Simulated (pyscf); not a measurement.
Single points on ωB97X-D3(BJ)/def2-SVP structures (PySCF, gas phase).

Problem. For `[CH3][SiH2][Cl]` + `[H][H]` → `[CH3][SiH3]` + `[ClH]`, a four-centre exchange (singlet surface; Cl–Si, H–H broken, H–Si, Cl–H formed), PBE/def2-TZVP gives ΔE‡ = 47.2 kcal/mol and ΔE = +19.0 kcal/mol (zero: the separated reactants). In which direction and how far do PBE0-D3(BJ)/def2-TZVP, M06-2X/def2-TZVP, ωB97M-D3(BJ)/def2-TZVP move these?

Solution. PBE0-D3(BJ): ΔE‡ = 49.6 kcal/mol, ΔE = +19.6 kcal/mol; M06-2X: ΔE‡ = 54.5 kcal/mol, ΔE = +21.9 kcal/mol; ωB97M-D3(BJ): ΔE‡ = 53.4 kcal/mol, ΔE = +19.5 kcal/mol. PBE's barrier lies under all of them, by 2.4 to 7.3 kcal/mol. Its reaction energy lies under all of them, by 0.6 to 2.9 kcal/mol. This is the saddle that the search found; another between the same sides may lie lower.
